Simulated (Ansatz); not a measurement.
Born–Oppenheimer molecular dynamics of H6OSi2 (9 atoms, charge 0, multiplicity 1). It starts from a relaxed structure.

All numbers below come from Ansatz 0.2.0, RKS B3LYP-D4/cc-pVDZ.

* ensemble: NVT, Langevin thermostat
* time step: 1 fs
* steps asked: 100
* set temperature: 500 K
* friction: 0.02 /fs
* seed: 810462

Frames 1 fs apart, positions in Å, forces in eV/Å.

Velocities at 20 fs (Å/ps):

```
Si 5.73 0.28 -4.28
Si -3.94 -0.21 -3.53
H -3.28 -0.33 14.79
H 13.18 18.11 31.32
H 27.25 -31.87 3.00
H -5.67 -11.93 12.80
H 15.01 -5.72 6.01
O -1.67 -3.42 -4.83
H -21.46 4.85 -16.74
```

```xyz
9
Properties=species:S:1:pos:R:3:forces:R:3 time_fs=20 energy_less_start_eV=0.371 T=345
Si 0.115 -0.090 -0.106 0.32 -0.46 -0.61
Si -0.026 0.071 2.318 -0.55 0.59 0.37
H -1.572 -0.038 2.735 1.40 0.17 -0.33
H 0.710 -1.102 2.880 -0.11 -0.17 -0.03
H 0.670 1.292 3.022 -0.67 -0.66 -0.64
H 1.606 -0.269 -0.625 -1.27 0.43 0.46
H -0.742 0.945 -0.854 0.70 0.05 0.42
O -0.614 -1.570 -0.593 0.44 0.21 0.38
H -1.542 -1.585 -0.333 -0.26 -0.16 -0.02
9
Properties=species:S:1:pos:R:3:forces:R:3 time_fs=21 energy_less_start_eV=0.348 T=385
Si 0.120 -0.089 -0.110 0.06 -0.73 -0.37
Si -0.031 0.071 2.315 -0.40 0.40 0.45
H -1.570 -0.035 2.745 1.37 0.18 -0.35
H 0.723 -1.081 2.912 -0.20 -0.20 -0.14
H 0.693 1.257 3.027 -0.69 -0.44 -0.62
H 1.591 -0.278 -0.610 -1.01 0.42 0.35
H -0.728 0.941 -0.845 0.60 0.18 0.31
O -0.615 -1.572 -0.598 -0.25 0.29 0.57
H -1.564 -1.583 -0.353 0.51 -0.10 -0.19
9
Properties=species:S:1:pos:R:3:forces:R:3 time_fs=22 energy_less_start_eV=0.319 T=440
Si 0.126 -0.089 -0.114 -0.36 -0.97 0.02
Si -0.037 0.071 2.313 -0.18 0.13 0.44
H -1.558 -0.029 2.750 1.20 0.16 -0.32
H 0.738 -1.058 2.944 -0.30 -0.23 -0.26
H 0.707 1.216 3.030 -0.63 -0.11 -0.55
H 1.562 -0.279 -0.591 -0.51 0.36 0.17
H -0.710 0.938 -0.828 0.45 0.38 0.15
O -0.618 -1.573 -0.602 -0.77 0.32 0.66
H -1.584 -1.582 -0.373 1.10 -0.06 -0.29
9
Properties=species:S:1:pos:R:3:forces:R:3 time_fs=23 energy_less_start_eV=0.318 T=414
Si 0.130 -0.089 -0.118 -0.88 -1.23 0.56
Si -0.043 0.071 2.311 0.14 -0.18 0.34
H -1.535 -0.015 2.750 0.89 0.12 -0.24
H 0.754 -1.038 2.973 -0.43 -0.23 -0.38
H 0.712 1.177 3.028 -0.51 0.26 -0.43
H 1.526 -0.278 -0.566 0.22 0.26 -0.09
H -0.684 0.932 -0.808 0.19 0.68 -0.09
O -0.622 -1.572 -0.604 -0.97 0.34 0.64
H -1.597 -1.581 -0.391 1.35 -0.02 -0.31
9
Properties=species:S:1:pos:R:3:forces:R:3 time_fs=24 energy_less_start_eV=0.363 T=335
Si 0.133 -0.090 -0.123 -1.38 -1.54 1.14
Si -0.049 0.071 2.309 0.50 -0.46 0.13
H -1.510 0.004 2.746 0.46 0.07 -0.11
H 0.764 -1.020 2.996 -0.52 -0.26 -0.46
H 0.715 1.144 3.019 -0.35 0.63 -0.28
H 1.495 -0.275 -0.542 1.00 0.14 -0.35
H -0.652 0.927 -0.790 -0.12 1.06 -0.37
O -0.625 -1.571 -0.605 -0.70 0.35 0.53
H -1.597 -1.583 -0.410 1.11 0.00 -0.22
9
Properties=species:S:1:pos:R:3:forces:R:3 time_fs=25 energy_less_start_eV=0.440 T=299
Si 0.136 -0.090 -0.127 -1.77 -1.79 1.58
Si -0.056 0.072 2.306 0.85 -0.78 -0.15
H -1.484 0.021 2.743 -0.02 0.04 0.03
H 0.769 -1.005 3.015 -0.59 -0.28 -0.53
H 0.716 1.115 3.001 -0.14 1.02 -0.10
H 1.476 -0.271 -0.525 1.59 0.04 -0.53
H -0.626 0.927 -0.777 -0.36 1.35 -0.58
O -0.630 -1.569 -0.607 -0.09 0.38 0.36
H -1.591 -1.587 -0.427 0.53 0.02 -0.08
9
Properties=species:S:1:pos:R:3:forces:R:3 time_fs=26 energy_less_start_eV=0.501 T=271
Si 0.137 -0.093 -0.130 -1.96 -1.84 1.75
Si -0.064 0.072 2.304 1.22 -1.08 -0.37
H -1.464 0.037 2.742 -0.50 0.02 0.17
H 0.769 -0.995 3.036 -0.67 -0.26 -0.60
H 0.712 1.097 2.982 0.05 1.33 0.05
H 1.474 -0.267 -0.512 1.79 -0.02 -0.60
H -0.606 0.937 -0.770 -0.43 1.41 -0.65
O -0.636 -1.566 -0.609 0.76 0.41 0.16
H -1.584 -1.591 -0.448 -0.27 0.03 0.07
9
Properties=species:S:1:pos:R:3:forces:R:3 time_fs=27 energy_less_start_eV=0.499 T=301
Si 0.138 -0.096 -0.132 -1.87 -1.61 1.60
Si -0.071 0.072 2.303 1.53 -1.21 -0.47
H -1.450 0.055 2.747 -0.87 0.00 0.26
H 0.762 -0.989 3.055 -0.71 -0.23 -0.65
H 0.704 1.092 2.969 0.16 1.46 0.11
H 1.491 -0.263 -0.504 1.51 -0.03 -0.52
H -0.589 0.963 -0.774 -0.28 1.14 -0.52
O -0.642 -1.564 -0.610 1.77 0.46 -0.02
H -1.575 -1.593 -0.473 -1.24 0.02 0.22
9
Properties=species:S:1:pos:R:3:forces:R:3 time_fs=28 energy_less_start_eV=0.434 T=386
Si 0.138 -0.100 -0.133 -1.54 -1.20 1.22
Si -0.079 0.071 2.302 1.71 -1.11 -0.46
H -1.445 0.075 2.757 -1.06 0.00 0.29
H 0.744 -0.985 3.070 -0.68 -0.24 -0.66
H 0.699 1.103 2.958 0.15 1.38 0.05
H 1.524 -0.260 -0.497 0.85 -0.01 -0.35
H -0.576 1.000 -0.787 -0.01 0.64 -0.26
O -0.648 -1.562 -0.611 2.22 0.49 -0.10
H -1.577 -1.594 -0.496 -1.64 0.03 0.25
9
Properties=species:S:1:pos:R:3:forces:R:3 time_fs=29 energy_less_start_eV=0.341 T=482
Si 0.137 -0.105 -0.132 -1.14 -0.69 0.83
Si -0.086 0.071 2.301 1.73 -0.82 -0.33
H -1.448 0.095 2.770 -1.06 0.01 0.26
H 0.712 -0.983 3.081 -0.58 -0.28 -0.61
H 0.697 1.126 2.944 0.04 1.13 -0.08
H 1.563 -0.259 -0.489 0.15 0.02 -0.18
H -0.563 1.043 -0.801 0.26 0.11 0.01
O -0.654 -1.560 -0.612 1.43 0.42 -0.04
H -1.599 -1.595 -0.519 -0.83 0.10 0.15
9
Properties=species:S:1:pos:R:3:forces:R:3 time_fs=30 energy_less_start_eV=0.303 T=476
Si 0.136 -0.110 -0.133 -0.74 -0.20 0.54
Si -0.092 0.070 2.298 1.69 -0.46 -0.16
H -1.453 0.111 2.784 -0.97 0.04 0.19
H 0.677 -0.982 3.091 -0.46 -0.32 -0.56
H 0.699 1.156 2.925 -0.12 0.80 -0.23
H 1.603 -0.255 -0.481 -0.47 0.02 -0.05
H -0.548 1.086 -0.815 0.46 -0.35 0.24
O -0.659 -1.556 -0.612 0.16 0.27 -0.01
H -1.630 -1.594 -0.539 0.46 0.20 0.04
9
Properties=species:S:1:pos:R:3:forces:R:3 time_fs=31 energy_less_start_eV=0.330 T=476
Si 0.133 -0.115 -0.133 -0.26 0.22 0.35
Si -0.097 0.070 2.296 1.58 -0.09 0.04
H -1.464 0.124 2.798 -0.78 0.06 0.09
H 0.644 -0.986 3.101 -0.37 -0.30 -0.52
H 0.703 1.193 2.901 -0.30 0.42 -0.36
H 1.646 -0.251 -0.471 -1.04 0.02 0.05
H -0.532 1.120 -0.828 0.57 -0.69 0.39
O -0.663 -1.552 -0.613 -0.82 0.09 -0.05
H -1.657 -1.592 -0.554 1.43 0.27 0.00
```

Of the whole run (100 fs, mean temperature of the second half 540 K): A run of 0.1 ps of so small a system gives no equilibrium averages.

The run took 4.7 min on 1 thread of Arm Neoverse V2 (shared host), peak memory 0.15 GiB.
